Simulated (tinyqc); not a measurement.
Inside a calculation. Method: extended Hueckel theory, for SiH3+. The parameters take no account of the charge, which enters only through the electron count. Computed by tinyqc, a small Python program that keeps every step (integrals from PySCF). Settings: charge = 1, K = 2.0, multiplicity = 1. Command: `OMP_NUM_THREADS=1 python tinyqc.py 31984 31985 out.jsonl` (the two numbers bound the seeds that draw the settings). One thread of a shared host (Intel(R) Xeon(R) Processor @ 2.60GHz), about 0.01 s of CPU time with the checks.

## Overlaps

Geometry (angstrom):
```
atom          x          y         z
Si     0.000000   0.000000  0.156000
H      1.473000   0.000000  0.000000
H     -0.737000   1.276000  0.000000
H     -0.737000  -1.276000  0.000000
```

Parameters chosen for this run:
```
element  shell  Slater exponent   H_ii (eV)
Si          3s         1.383000  -17.300000
Si          3p         1.383000   -9.200000
H           1s         1.300000  -13.600000
```

Slater orbitals, each expanded in six Gaussians scaled to its exponent.

overlap S:
```
           1Si 3s    1Si 3px    1Si 3py    1Si 3pz      2H 1s      3H 1s      4H 1s
1Si 3s   1.000000   0.000000   0.000000   0.000000   0.413077   0.412894   0.412894
1Si 3px  0.000000   1.000000   0.000000   0.000000   0.517513  -0.258759  -0.258759
1Si 3py  0.000000   0.000000   1.000000   0.000000   0.000000   0.448000  -0.448000
1Si 3pz  0.000000   0.000000   0.000000   1.000000  -0.054808  -0.054771  -0.054771
2H 1s    0.413077   0.517513   0.000000  -0.054808   1.000000   0.038587   0.038587
3H 1s    0.412894  -0.258759   0.448000  -0.054771   0.038587   1.000000   0.038581
4H 1s    0.412894  -0.258759  -0.448000  -0.054771   0.038587   0.038581   1.000000
```

## Wolfsberg-Helmholz matrix

diagonal H_ii (eV): 1Si 3s -17.300000, 1Si 3px -9.200000, 1Si 3py -9.200000, 1Si 3pz -9.200000, 2H 1s -13.600000, 3H 1s -13.600000, 4H 1s -13.600000

K = 2.000000

H_ij = K' S_ij (H_ii + H_jj)/2 for i != j (the diagonal keeps H_ii), with K' = 2.

H (eV):
```
             1Si 3s     1Si 3px     1Si 3py    1Si 3pz       2H 1s       3H 1s       4H 1s
1Si 3s   -17.300000    0.000000    0.000000   0.000000  -12.764080  -12.758440  -12.758440
1Si 3px    0.000000   -9.200000    0.000000   0.000000  -11.799291    5.899701    5.899701
1Si 3py    0.000000    0.000000   -9.200000   0.000000    0.000000  -10.214407   10.214407
1Si 3pz    0.000000    0.000000    0.000000  -9.200000    1.249619    1.248783    1.248783
2H 1s    -12.764080  -11.799291    0.000000   1.249619  -13.600000   -1.049572   -1.049572
3H 1s    -12.758440    5.899701  -10.214407   1.248783   -1.049572  -13.600000   -1.049411
4H 1s    -12.758440    5.899701   10.214407   1.248783   -1.049572   -1.049411  -13.600000
```

## Orbitals

valence electrons = 6

Solve H C = S C e through S^(-1/2); fill by pairs from the bottom, a degenerate level sharing its electrons equally; each orbital has its largest coefficient positive (the first on a tie).

orbital energies (eV): -22.131780  -15.953883  -15.952899  -9.268433  10.432620  10.457172  18.186478

occupations: 2.000000  2.000000  2.000000  0.000000  0.000000  0.000000  0.000000

coefficients:
```
               MO1        MO2        MO3        MO4        MO5        MO6        MO7
1Si 3s    0.603897  -0.000021   0.000000   0.101868   0.000000  -0.001326   1.242628
1Si 3px   0.000003   0.434283   0.000000   0.000009   0.000000   1.236602   0.001580
1Si 3py   0.000000   0.000000   0.434284   0.000000   1.236198   0.000000   0.000000
1Si 3pz  -0.002281  -0.000007   0.000000   0.992149   0.000000   0.000180  -0.178358
2H 1s     0.268692   0.551831   0.000000  -0.030530   0.000000  -0.940712  -0.726498
3H 1s     0.268580  -0.276035   0.478024  -0.030530  -0.815067   0.471641  -0.724451
4H 1s     0.268580  -0.276035  -0.478024  -0.030530   0.815067   0.471641  -0.724451
```

sum of one-electron energies = -108.077123 eV

## Mulliken analysis

P = C n C^T; charge = valence electrons (Si 4, H 1) minus the sum of (P S)_ii on the atom; overlap population = 2 sum P_ij S_ij between two atoms.

charges: 1Si 1.369926, 2H -0.123210, 3H -0.123358, 4H -0.123358

Overlap populations:
```
pair      value
2-1    0.764315
3-1    0.764113
3-2   -0.012372
4-1    0.764113
4-2   -0.012372
4-3   -0.012373
```
